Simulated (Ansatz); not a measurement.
## How methods differ on COF2 (carbonyl fluoride)

COF2: 4 atoms, total charge 0, spin state singlet. As SMILES, `O=C(F)F`. The coordinates come from a PBE0-D4/def2-TZVP relaxation.

```xyz
4

O    -1.2427   -0.1574    0.1539
C    -0.0918   -0.0116    0.0114
F     0.8455   -0.8267    0.4247
F     0.4890    0.9957   -0.5900
```

Quantity: the energy change with the C2–F3 bond stretched from 1.309 to 2.618 Å, in eV. The values are calculated.

```
                        level                    kind  program  value (eV)  less FCI/STO-3G  CPU time (all runs)
       HF/STO-3G (restricted)            Hartree–Fock   Ansatz        8.89            +5.59                0.2 s
   r2SCAN/STO-3G (restricted)                meta-GGA   Ansatz        5.49            +2.19                4.8 s
    B3LYP/STO-3G (restricted)           global hybrid   Ansatz        5.79            +2.49                2.1 s
CAM-B3LYP/STO-3G (restricted)  range-separated hybrid   Ansatz        6.53            +3.23                2.4 s
    wB97X/STO-3G (restricted)  range-separated hybrid   Ansatz        6.62            +3.32                  8 s
      MP2/STO-3G (restricted)     perturbation theory   Ansatz        4.85            +1.55               0.29 s
 CCSDT(Q)/STO-3G (restricted)   coupled cluster or CI   Ansatz        3.29            -0.01                2.2 s
                   FCI/STO-3G      exact in the basis   Ansatz        3.30             0.00                 16 s
```

FCI/STO-3G is exact within its basis and frozen core, so for wave-function methods in that basis the difference is their error; functionals converge differently with the basis, so for them it is only a difference. Spin-restricted single references rise too steeply as a bond breaks, Hartree–Fock most of all. Perturbation and coupled-cluster corrections on them can overshoot downwards. The first shape isn't each level's own minimum. The values span 3.29 to 8.89 eV. All rows use very small basis sets, so even the best lies far from the true value. CPU times are rough (shared hosts, several kinds of processor): they show what a rung costs within a factor of a few.
